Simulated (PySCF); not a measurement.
Work out the structure from these simulated measurements.

Elements present: C, H and S. Monoisotopic mass: 84.0034 u.

* 13C NMR: chemical shifts (computed TMS as zero) by class: 133.8 (2 C), 130.8 (2 C) ppm [GIAO PBE0/pcSseg-1]
* NMR, other nuclei: isotropic shieldings of nuclei other than C and H, by class: 278 (1 S) ppm [GIAO PBE0/pcSseg-1]
* Rotational structure: rotational constants A, B, C: 8.185, 5.414, 3.258 GHz [GFN2-xTB]
* 1H NMR: chemical shifts (computed TMS as zero) by class: 7.27 (2 H), 7.22 (2 H) ppm [GIAO PBE0/pcSseg-1]
* Dipole: 0.52 D [PBE0/pcSseg-1]

The electronic properties come from PySCF, for the isolated species, density fitting. Levels stand in brackets. Geometry: GFN2-xTB; no solvent, vibrations or thermal averaging. Each NMR value is the plain mean over a class of atoms that symmetry, rotation or inversion makes alike.

Problem. Which formula fits the mass and the elements?

Solution. C4H4S (calculated 84.0034). No other formula that holds each of these elements comes within 0.0003 u with a fitting electron parity and a possible valence count.

Problem. Propose a structure and show how it fits.

Solution. Numbering: `[cH:1]1[cH:2][cH:3][s:4][cH:5]1`. Its formula, C4H4S, gives 3 degrees of unsaturation: 1 ring and 2 π bonds in the structure found (Kekulé form). 4 carbons fall into 2 classes; from least to most shielded: aromatic CH next to a ring sulfur [C3/C5] (133.8 ppm, 2 C), aromatic CH carbon [C1/C2] (130.8 ppm, 2 C). Hydrogen classes from least to most shielded: 2 H on 2 aromatic CH carbons, C1/C2 (7.27 ppm), 2 H on 2 like atoms (aromatic CH next to a ring sulfur), C3/C5 (7.22 ppm). The other shieldings belong to: 278 ppm, thiophene-type sulfur [S4]. The optimised geometry has point group C2v and is an asymmetric top. Structure: `c1cccs1`. The assignments are read from this structure; whether some other isomer fits the data as well wasn't checked.
